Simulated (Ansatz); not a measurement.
**Relaxing Mo₃Pb**

Level of theory: DFT PBE, scalar-relativistic, plane waves, PAW in Ansatz 0.2.0. Cutoff 420 eV, Γ-centred k mesh, Gaussian smearing, no spin polarisation in the final step.

A relaxed cell is given with its space group left out.

```
CELL_PARAMETERS angstrom
-2.02012 2.02012 4.28434
2.02012 -2.02012 4.28434
2.02012 2.02012 -4.28434
ATOMIC_POSITIONS crystal
Mo 0.50000 0.50000 0.00000
Mo 0.25000 0.75000 0.50000
Mo 0.75000 0.25000 0.50000
Pb 0.00000 0.00000 0.00000
```

Formation energies are uncorrected and refer to the elements' standard structures at the same level.

(1) What space group does it have?

(2) What is its formation energy per atom?

(3) Is it a metal?

Answers

(1) I4/mmm (No. 139). Conventional cell: a = 4.040 Å, c = 8.569 Å. Around Mo on Wyckoff site b (1 atom of the primitive cell) lie 4 Pb at 2.86 Å and 8 Mo at 2.94 Å; around Mo on Wyckoff site d (2 atoms of the primitive cell) lie 8 Mo at 2.86–2.94 Å and 4 Pb at 2.94 Å; Pb has 12 Mo at 2.86–2.94 Å.

(2) 0.62 eV/atom.

(3) Yes, bands cross the Fermi level on the 16×16×16 mesh.

The final run used a 16×16×16 mesh on its 4-atom cell and 0.10 eV smearing. For metals, differences of a few meV/atom aren't resolved. Spin–orbit coupling is left out. The cell came from a trial start, so Mo₃Pb may not exist in this structure.

Cost: 3 runs of about 1.9 core-minutes in all, on Intel Xeon 6975P-C (Granite Rapids) (shared hosts).